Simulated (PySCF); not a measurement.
Species: [SiH3]- (charge -1).
SMILES: `[H][Si-]([H])[H]`

Level of theory: PBE0-D3(BJ)/def2-SVP geometry optimisation, gas phase in PySCF 2.14.0.

Masses are those of the commonest isotopes; rigid-rotor values at the optimised geometry. 

Task: What are A, B and C (cm⁻¹)?

Result: Ia = 4.57, Ib = 4.57, Ic = 5.14 u·Å²; 505379 MHz·u·Å²/I gives 110605, 110477 and 98253 MHz, that is A = 3.68939, B = 3.68511, C = 3.27738 cm⁻¹.

Task: What kind of rotor is it?

Result: An oblate symmetric top, as the point group C3v requires two equal moments; the computed ones differ by 0.12 % because the geometry is symmetric only within the optimiser's tolerance. Ray's parameter κ = (2B − A − C)/(A − C) = 0.979; −1 is the prolate and +1 the oblate limit.

Task: Is it planar, by Δ = Ic − Ia − Ib?

Result: Not planar: Δ = Ic − Ia − Ib = -4.00 u·Å². For a rigid frame Δ = −2 Σ m c², so Σ m c² = 2.00 u·Å² lies off the ab plane: 1.80 from hydrogen and 0.20 from heavier atoms. The atom farthest from that plane is 0.78 Å away.

Task: Give the other two planar moments, Paa and Pbb, and the rms extents of the mass along the axes.

Result: Paa = Σ m a² = (Ib + Ic − Ia)/2 = 2.57 and Pbb = Σ m b² = (Ia + Ic − Ib)/2 = 2.57 u·Å². With the mass M = 31.00 u, the rms extents √(P/M) along a, b and c are 0.29, 0.29, 0.25 Å.

The dipole components (about the centre of mass, as the species is charged) are |μa| = 0.00 D, |μb| = 0.00 D, |μc| = 0.01 D.

Stationary, but not proved a minimum. The geometry's basis has no diffuse functions, a weakness for an anion. These are rigid-rotor constants of the computed structure; measured ground-state constants (B0) also hold zero-point vibration.

On Arm Neoverse V1, one thread, shared host, this took 4.3 s. This is the geometry optimisation.
